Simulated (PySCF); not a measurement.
C4H5P.
SMILES with atom numbers: `[CH2:1]=[C:2]([CH3:3])[C:4]#[P:5]` (hydrogens: H6, H7 on C1; H8, H9, H10 on C3)

Cartesian coordinates in Å at the GFN2-xTB level; atoms count from 1:
```
atom  x, y, z in Å
C1    -0.1513    1.4066   -0.3714
C2     0.1920    0.1585   -0.0377
C3    -0.8147   -0.9298    0.2114
C4     1.5375   -0.2109    0.1028
P5     3.0209   -0.6617    0.2604
H6    -1.1828    1.6952   -0.4807
H7     0.5903    2.1681   -0.5422
H8    -0.5881   -1.8007   -0.4025
H9    -0.7767   -1.2397    1.2554
H10   -1.8183   -0.5809   -0.0180
```

Method: TDDFT CAM-B3LYP/def2-SVPD, vertical, gas phase, core orbitals frozen in the response in PySCF.

Task: List the vertical singlet excitations with oscillator strengths and describe the spectrum.

Result: 

```csv
state,E (eV),λ (nm),f,|μ| (D),"main configurations (H = HOMO, L = LUMO)"
S1,3.86,321.0,0.0000,0.03,"H-1→L (68%), H→L+1 (28%)"
S2,4.18,296.6,0.048,1.75,"H→L (36%), H→L+1 (29%), H-1→L+1 (16%)"
S3,4.18,296.4,0.040,1.59,"H→L+1 (37%), H→L (29%), H-1→L (16%)"
S4,6.17,201.0,0.617,5.13,"H-1→L+1 (35%), H-2→L (30%), H→L (29%)"
S5,6.51,190.5,0.0038,0.39,H→L+2 (90%)
S6,6.76,183.4,0.025,0.98,H-3→L (94%)
S7,6.95,178.3,0.0004,0.13,H-2→L+1 (91%)
S8,7.03,176.5,0.104,1.98,"H-2→L (45%), H→L+5 (41%), H-1→L+1 (9%)"
```

Triplets (Tamm–Dancoff): T1 2.51 eV, H→L (93%); T2 3.42 eV, H-1→L (59%), H→L+1 (33%); T3 3.51 eV, H-1→L+1 (94%).

The lowest singlet lies at 3.86 eV (321 nm, ultraviolet) and is dark (f under 0.0005); its leading configuration is HOMO-1→LUMO (68%). The most intense listed level is S4 at 6.17 eV (201 nm, f = 0.617), 2.31 eV above S1. S2/S3 lie within about 0.01 eV of each other. Löwdin shares by element: HOMO carbon 64% or more, phosphorus 30%; LUMO carbon 54% or more, phosphorus 37%. The oscillator strengths of these states sum to 0.839; summed over the whole spectrum of an exact calculation they would give the number of electrons, 44 (Thomas–Reiche–Kuhn). Weighted by f, the mean energy of these states is 6.09 eV. Orbital energies (eV): HOMO-3 -11.16, HOMO-2 -10.55, HOMO-1 -8.86, HOMO -8.01, LUMO -0.79, LUMO+1 0.09, LUMO+2 1.32. Orbitals of the list HOMO-3 to LUMO+2 that lie within 0.01 eV of each other are written together with a slash and their weights summed (≥ marks a lower bound); for degenerate orbitals outside that list single weights are arbitrary. The window holds the lowest 8 singlets.
